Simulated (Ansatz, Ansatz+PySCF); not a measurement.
```yaml
atoms:
  - { symbol: O, position_ang: [0.0067, 0.0486, -0.5875] }
  - { symbol: C, position_ang: [0.0280, 1.1849, 0.1542] }
  - { symbol: C, position_ang: [0.0467, -1.1488, 0.2013] }
  - { symbol: H, position_ang: [-0.0381, 2.0036, -0.4692] }
  - { symbol: H, position_ang: [-0.9093, 1.2596, 0.7997] }
  - { symbol: H, position_ang: [0.8999, 1.2222, 0.7910] }
  - { symbol: H, position_ang: [0.0299, -2.0263, -0.4565] }
  - { symbol: H, position_ang: [0.9439, -1.2368, 0.8291] }
  - { symbol: H, position_ang: [-0.8806, -1.2333, 0.8874] }
```

RHF-MP2 on singlet C2H6O was run in several spherical basis sets with Ansatz (development build ahead of 0.2.0). Frozen core: 3 orbitals.

**Question.** Rank the basis sets by the total energy that they give, lowest first, with the distance from the lowest.
A. def2-SVP
B. def2-TZVP
C. 6-31G(d)
D. 6-31G
E. cc-pVDZ

**Answer.** B (0.00 eV), E (4.24 eV), C (5.79 eV), A (7.68 eV), D (11.27 eV).

Totals follow the description of the cores as much as that of the bonds, so this order isn't one of quality for chemistry.
